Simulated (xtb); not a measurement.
xtb input (GFN2-xTB):

```bash
xtb mol.xyz --gfn 2 --ohess tight --chrg -1 --uhf 0
```
mol.xyz:
```
8

O      0.02800249     0.21818405     1.54919595
C     -0.01174639     1.32268610     0.69449952
C      0.03770509    -0.84760931     0.72477800
C      0.01365629     0.99657600    -0.60431905
C     -0.00419821    -0.42214570    -0.62454673
H     -0.01416377    -1.75730444     1.17822125
H      0.03846549     1.65639884    -1.43480519
H     -0.03691756    -1.08842613    -1.43692499
```

End of the output:

```
optimized geometry written to: xtbopt.xyz

           -------------------------------------------------
          | TOTAL ENERGY              -14.251850701384 Eh   |
          | TOTAL ENTHALPY            -14.193599023575 Eh   |
          | TOTAL FREE ENERGY         -14.224564596807 Eh   |
          | GRADIENT NORM               0.000301994305 Eh/α |
          | HOMO-LUMO GAP               3.639937279850 eV   |
           -------------------------------------------------

------------------------------------------------------------------------
------------------------------------------------------------------------
 total:
 SCF:
 ANC optimizer:
 analytical hessian:
```

It need not be the lowest isomer of its formula. Whether it binds its extra electron was not tested at this geometry.
